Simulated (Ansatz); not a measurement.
BH$_{4}$N, SMILES `BN`. Total charge 0; spin multiplicity 1. Geometry: relaxed with PBE0-D4/def2-TZVP.

```xyz
6

B     0.269   -0.106    0.618
N    -0.277    0.109   -0.636
H    -0.303   -0.825    1.386
H     1.300    0.434    0.903
H     0.149    0.700   -1.329
H    -1.139   -0.312   -0.941
```

(1) What is the dipole moment at PBE/def2-TZVPP? (An estimate is asked.)

(2) And with r2SCAN, B3LYP, ωB97M-V? (Estimate.)

(3) Give the Mulliken charges with PBE, B3LYP, r2SCAN in def2-TZVPP. (Best estimate.)

Answers

(1) Ansatz gave: 2.07 D, with components (-0.82, 0.32, -1.88) D in this frame, pointing from negative to positive charge.

(2) Ansatz gave: r2SCAN 2.01 D, B3LYP 1.96 D, ωB97M-V 1.97 D.

(3) Computed: 
```tsv
atom	PBE	B3LYP	r2SCAN
B1	-0.08	-0.08	0.00
N2	-0.25	-0.25	-0.30
H3	-0.01	0.00	-0.03
H4	-0.01	0.00	-0.03
H5	0.18	0.16	0.18
H6	0.18	0.16	0.18
```

B3LYP here is the variant with VWN-RPA as its local correlation; programs differ in this.
